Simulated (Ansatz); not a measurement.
Species: AlCl3, SMILES `[Cl][Al]([Cl])[Cl]` (charge 0, multiplicity 1), formula AlCl$_{3}$.

Q: How many basis functions does frozen-core CCSD(T)/cc-pVTZ // r2SCAN-D4/def2-TZVP (Ansatz, an electronic-structure program) use, how many core orbitals are frozen, and how many electrons are correlated?

A: 136 basis functions and 20 frozen orbitals, which leaves 24 correlated electrons. Core time is of the order of seconds.
